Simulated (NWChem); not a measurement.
Species: acetamide (C2H5NO); SMILES C(=O)(N)C

```xyz
9

C      0.2400     1.3879     0.0000
C     -0.1420    -0.0893     0.0000
N      0.9132    -0.9668     0.0000
O     -1.3092    -0.4639     0.0000
H      1.3300     1.5832     0.0000
H     -0.2138     1.8678     0.8892
H     -0.2138     1.8678    -0.8892
H      0.7054    -1.9660     0.0000
H      1.8851    -0.6650     0.0000
```
Atoms are numbered in this order, from 1.

All runs use the structure optimised with PBE-D3(BJ)/def2-SVP.

Symmetry labels are those of Cs in the frame above (b1 and b2, or b-type labels, depend on it).

List the 4 lowest vertical singlet excitations from Hartree-Fock/def2-SVPD, CIS (NWChem).


```tsv
state	energy (eV)	oscillator strength	symmetry	leading excitation (squared amplitude)
S1	6.72	0.001	a"	HOMO−1 → LUMO+3 (0.48)
S2	8.26	0.014	a"	HOMO → LUMO (0.65)
S3	8.76	0.259	a'	HOMO → LUMO+3 (0.62)
S4	9.35	0.089	a'	HOMO−1 → LUMO (0.70)
```
